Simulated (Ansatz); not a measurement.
**AlH: a ladder of functionals and wavefunction methods**

One table from this session's results is given with a row withheld; the runs are named, their logs left out.

Method: functionals in def2-TZVPP, the program's frozen cores in correlated methods; program: Ansatz 0.2.0, Gaussian basis.

Levels to be run: LDA (SPW92), PBE-D4, revPBE-D4, BLYP-D4, r2SCAN-D4, B97M-V, PBE0-D4, B3LYP-D4, r2SCANh-D4, r2SCAN0-D4, HSE06-D4, BHLYP-D4, CAM-B3LYP-D4, LC-ωPBE, ωB97X-V, ωB97M-V, B2PLYP, PBE-QIDH; CCSD(T)/def2-SVP; CCSD(T)/def2-TZVPP; CCSD(T)/def2-QZVPP; extrapolation to the limit; RPA on PBE.

## The geometry

The geometry comes from an earlier relaxation with PBE0-D4 in a triple-zeta def2 set; it is a stationary point.

2 atoms, charge 0, spin multiplicity 1.

Atoms are counted from 1 here; the program's logs count them from 0.

Bond lengths: Al1–H2 1.665 Å.

The first run:

Contents of in.yaml:

```yaml
crystal:
  periodic: [false, false, false]
  atoms:
    - {symbol: Al, position_ang: [0.000000, -0.000000, -0.025687]}
    - {symbol: H, position_ang: [-0.000000, 0.000000, 1.639157]}
basis:
  gaussian: {orbitals: def2-TZVPP}
hamiltonian: {xc: lda}
output: {orbitals: {seedname: orbitals}}
```

Launch:

```sh
$ ansatz run in.yaml --threads 2 --pin off --events-out ev --progress --plain --max-ram 20480MiB --backend cpu
```

Steps of the session up to this table: LDA; PBE-D4 (GGA); revPBE-D4 (GGA); BLYP-D4 (GGA); r2SCAN-D4 (meta-GGA); B97M-V (meta-GGA); B3LYP-D4 (hybrid); r2SCANh-D4 (hybrid); r2SCAN0-D4 (hybrid); HSE06-D4 (hybrid); BHLYP-D4 (hybrid); CAM-B3LYP-D4 (range-separated); LC-ωPBE (range-separated); ωB97X-V (range-separated); ωB97M-V (range-separated); B2PLYP (double hybrid); PBE-QIDH (double hybrid).

One table of the session follows, with a row left open; its other results are not shown here.

It belongs to the step «Frontier levels by functional». 

```
  functional  HOMO (eV)  LUMO (eV)  gap (eV)
 LDA (SPW92)      -4.92      -2.67      2.26
      PBE-D4      -4.90      -2.54      2.36
   revPBE-D4      -4.89      -2.49      2.39
     BLYP-D4      -4.78      -2.39      2.39
   r2SCAN-D4      -5.08      -2.37      2.71
      B97M-V      -5.15      -2.38      2.77
     PBE0-D4      -5.83      -1.80      4.03
    B3LYP-D4      -5.67      -1.95      3.72
  r2SCANh-D4      -5.42      -2.10      3.32
  r2SCAN0-D4      -5.93      -1.70      4.23
    HSE06-D4      -5.43      -2.16      3.27
    BHLYP-D4      -6.64      -0.98      5.66
CAM-B3LYP-D4      -7.02      -0.79      6.23
     LC-ωPBE          ?          ?         ?
     ωB97X-V      -7.95       0.12      8.07
     ωB97M-V      -7.72      -0.02      7.71
```

Q: Estimate the row for LC-ωPBE from the others.

**Answer.** HOMO (eV): -8.23; LUMO (eV): 0.16; gap (eV): 8.39. In the column «HOMO (eV)» it is the lowest.
